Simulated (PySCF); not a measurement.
# CClO+ (SMILES [O+]#CCl): CCSD(T)/STO-3G

What is the energy change on altering one bond length of CClO+ at CCSD(T)/STO-3G? The job is set up through a Python script.

The results are computed with PySCF 2.14.0.

11 further runs of the same task are left out: 5 that didn't finish, 6 set aside as unsound or not needed.

## 1. Starting point

CClO+ has 3 atoms, charge +1, and is taken as a singlet. SMILES: `[O+]#CCl`. The coordinates come from a GFN2-xTB relaxation.

Bond lengths: O1–C2 1.122 Å, C2–Cl3 1.528 Å. Angles: O1–C2–Cl3 179.7°.

## 2. A single-point energy at CCSD(T)/STO-3G

run.py reads:

```python
# [O+]#CCl
from pyscf import gto, scf, cc

system = gto.M(
    atom='''
O     -0.677350     1.027910    -0.255880
C     -0.074560     0.109500    -0.028570
Cl     0.751910    -1.137410     0.284450
''',
    basis='sto-3g',
    verbose=3,
    charge=1,
    max_memory=1860,
)

myscf = scf.RHF(system)
myscf.conv_tol = 1e-10
myscf.kernel()
if not myscf.converged:
    myscf = myscf.newton().run(myscf.mo_coeff, myscf.mo_occ)

mycc = cc.CCSD(myscf, frozen=7)
mycc.kernel()
e_t = mycc.ccsd_t()
e_final = mycc.e_tot + e_t
print('Final energy', e_final)
```

Started as:

```bash
$ OMP_NUM_THREADS=1 python run.py
```

Log:

```text
converged SCF energy = -565.464917381244
E(CCSD) = -565.6347037417797  E_corr = -0.1697863605355102
CCSD(T) correction = -0.00793986310633485
Final energy -565.6426436048861
```

Run time: 0.81 s. Hardware: 1 thread of Arm Neoverse V1, shared host; peak memory 0.1 GiB.

## 3. The distorted shape, same level

job.py reads:

```python
from pyscf import gto, scf, cc

molecule = gto.M(
    atom='''
O   -1.762359   2.681028  -0.665033
C   -0.074560   0.109500  -0.028570
Cl   0.751910  -1.137410   0.284450
''',
    verbose=3,
    basis='sto-3g',
    charge=1,
    max_memory=1860,
)

myscf = scf.RHF(molecule)
myscf.conv_tol = 1e-10
myscf.kernel()
if not myscf.converged:
    myscf = myscf.newton().run(myscf.mo_coeff, myscf.mo_occ)

mycc = cc.CCSD(myscf, frozen=7)
mycc.kernel()
e_t = mycc.ccsd_t()
etot = mycc.e_tot + e_t
print('Final energy', etot)
```

Started as:

```bash
$ OMP_NUM_THREADS=1 python job.py
```

Log:

```text
converged SCF energy = -565.152970357809
E(CCSD) = -565.2968092354301  E_corr = -0.1438388776211713
CCSD(T) correction = -0.00800364659929856
Final energy -565.3048128820294
```

Run time: 1.1 s. Hardware: 1 thread of Arm Neoverse V1, shared host; peak memory 0.1 GiB.

## 4. What came out

Level: CCSD(T)/STO-3G, 7 core orbitals frozen.

```
                                                         quantity          value
                                        first shape: total energy  -565.64264 Eh
                 first shape: HOMO energy (Hartree–Fock orbitals)      -21.90 eV
                 first shape: LUMO energy (Hartree–Fock orbitals)       -3.40 eV
               first shape: HOMO–LUMO gap (Hartree–Fock orbitals)       18.50 eV
         first shape: correlation energy (7 core orbitals frozen)     -177.7 mEh
                                      first shape: (T) correction      -7.94 mEh
                                       first shape: T1 diagnostic          0.015
                                    distorted shape: total energy  -565.30481 Eh
             distorted shape: HOMO energy (Hartree–Fock orbitals)      -14.66 eV
             distorted shape: LUMO energy (Hartree–Fock orbitals)       -6.69 eV
           distorted shape: HOMO–LUMO gap (Hartree–Fock orbitals)        7.97 eV
     distorted shape: correlation energy (7 core orbitals frozen)     -151.8 mEh
                                  distorted shape: (T) correction      -8.00 mEh
                                   distorted shape: T1 diagnostic          0.023
energy change with the O1–C2 bond stretched from 1.122 to 3.141 Å       9.193 eV
```

In words: With the O1–C2 bond stretched from 1.122 to 3.141 Å the energy rises by 9.19 eV (887 kJ/mol). The first shape isn't relaxed at this level, so the change isn't measured from a minimum. The minimal basis adds a large error of its own. The triples (first shape) make up 4.5 % of the correlation energy. The T1 diagnostic (distorted shape) of 0.023 is above the customary mark for such species, so a single reference may not serve. The triples (distorted shape) make up 5.3 % of the correlation energy.
